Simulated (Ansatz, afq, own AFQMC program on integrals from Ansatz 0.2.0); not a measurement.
BH3Br, doublet: AFQMC among the cluster methods

```xyz
5

B    -2.6310    0.0000    0.0000
H    -3.2278    1.0336    0.0000
H    -3.2278   -1.0336    0.0000
H    -1.2320    0.0000    0.0000
Br    0.4530    0.0000    0.0000
```

Connectivity, by distances: BH2 ··· Br, 1 bridging H.

Basis cc-pVTZ. Only valence electrons are correlated. Integrals, coupled cluster, full CI and functionals: Ansatz 0.2.0; the random walks run on the same integrals in our own AFQMC program. The CISD trial takes its coefficients from CCSD amplitudes. Released means that phaseless walkers are propagated on without the constraint, phases kept. ± is one standard error of the sampling. No spin–orbit coupling.

Determinant: UHF, the one that the program's search chose, which needn't be the lowest solution. The geometry is a point of a scan.

No full CI on the walks' own integrals is used here. The released AFQMC energy serves as the reference, which it does only where one determinant dominates, the energy is flat over the last release times and near the phaseless one (40 meV or 2 meV an electron, half that with transition metals). On small molecules, where full CI could be run and the noise was under 10 meV, such values lay within 10 meV of it in 19 cases of 20, a flattering rate, since the rule was set on those same cases; what remains of the bias isn't in the error bar.

Cautions: no relativity below Rb; no spin-orbit coupling; inner d shell frozen; the released value is read at 1.62 1/Eh, later times being too noisy (meV from the phaseless value at times in 1/Eh: -5 ± 5 at 0.24, 0 ± 3 at 0.51, 0 ± 4 at 0.99, -5 ± 4 at 1.62, -6 ± 11 at 2.40).

```
T1 diagnostic                               : 0.0128
weight of the determinant in the CISD state : 0.872
⟨S²⟩ of the determinant                     : 0.781
size of the correlated space                : 13 electrons in 100 orbitals
```

Reference: AFQMC with the constraint released, correlation energy -8.588 ± 0.004 eV.

```
        level  E − E(reference) (kcal/mol)  share of correlation (%)
           HF                198.04 ± 0.10                      0.00
          MP2                 31.35 ± 0.10                     84.17
         CCSD                  7.10 ± 0.10                     96.41
      CCSD(T)                  0.95 ± 0.10                     99.52
ph-AFQMC/CISD                  0.13 ± 0.16                     99.94
```

A walk keeps the symmetry of its determinant, which the program's search chose and which needn't be the lowest solution, so a lower state of the same spin and another symmetry isn't excluded. Released energies are given only where the last usable release times agree within the noise; a slower fall can still hide under it.
